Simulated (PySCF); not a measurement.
# C3H4ClN (trans 3-Chloropropionitrile): the cost of one run

The runs use PySCF 2.14.0, with density-fitted response routines of our own; the level of theory stands in each step. All values are computed, except where a source is named. Atoms count from 0, in the outputs and in this text.

## 1. Starting geometry

9 atoms, charge 0, multiplicity 1; geometry from: GFN2-xTB. The atoms were then displaced at random by about 0.01 Å, so the start is not that level's minimum.

Bonds of the start (Å): N0–C1 1.16, C1–C2 1.45, C2–C3 1.49, C3–Cl4 1.82, C2–H5 1.10, C2–H6 1.08, C3–H7 1.10, C3–H8 1.10.

## 2. Optimising the geometry at PBE0-D3(BJ)/def2-SVP

Job settings and geometry (Å):

```
{"job": {"xc": "PBE0", "basis": "def2-SVP", "d3": "d3bj", "grid": 1, "shake": 0.01, "kind": "geom"}, "charge": 0, "multiplicity": 1}
N      2.519850     0.396140    -0.777170
C      1.502060    -0.035690    -0.442860
C      0.228890    -0.591150    -0.018410
C     -0.748690     0.524390     0.164880
Cl    -2.342320    -0.178330     0.692930
H      0.399110    -1.113520     0.932130
H     -0.083130    -1.309380    -0.759450
H     -0.950370     1.050220    -0.775490
H     -0.467600     1.240160     0.949710
```

Launch:

```console
$ OMP_NUM_THREADS=1 python probes_run.py task.json out
```

The driver reads the jobs from task.json and runs them one after another.

Q: Estimate the wall time and peak memory of this first job on 1 thread of Intel Xeon at 2.50GHz, shared host.

About 57 s, with a peak of 0.39 GiB.
